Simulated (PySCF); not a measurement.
From results back to the method.

C₄H₇NO.
SMILES: `C=NC(=O)CC`

The closed-shell ground state was solved 6 times with PySCF (density fitting, gas phase), always in the pcJ-1 basis (232 functions), with these functionals: B97-2, BHandHLYP, HF, KT2, LDA and PBE0. Geometry: PBE0-D3(BJ)/def2-SVP, one conformer, isolated molecule.

```tsv
row	total energy (Eh)	HOMO (eV)	LUMO (eV)	dipole (D)
P	-286.4265	-8.93	-0.21	2.67
Q	-291.3711	-5.99	-2.45	2.36
R	-286.2681	-7.41	-1.44	2.52
S	-286.5017	-7.12	-1.51	2.52
T	-284.1754	-6.01	-2.81	2.45
U	-284.8381	-11.30	2.79	2.91
```

Question: Which functional belongs to which row?

Answer: P = BHandHLYP, Q = KT2, R = PBE0, S = B97-2, T = LDA, U = HF. By rising HOMO–LUMO gap: LDA (LDA) 3.20 eV; KT2 (GGA) 3.54 eV; B97-2 (global hybrid, 21 % exact exchange) 5.61 eV; PBE0 (global hybrid, 25 % exact exchange) 5.97 eV; BHandHLYP (global hybrid, 50 % exact exchange) 8.72 eV; HF (all exact exchange) 14.09 eV. Total energies of different functionals aren't bounds to one another; each is stationary for its own functional.

The values belong to the conformer `[CH2:1]=[N:2][C:3](=[O:4])[CH2:5][CH3:6]`: C1–N2–C3–O4 55°, N2–C3–C5–C6 178°.
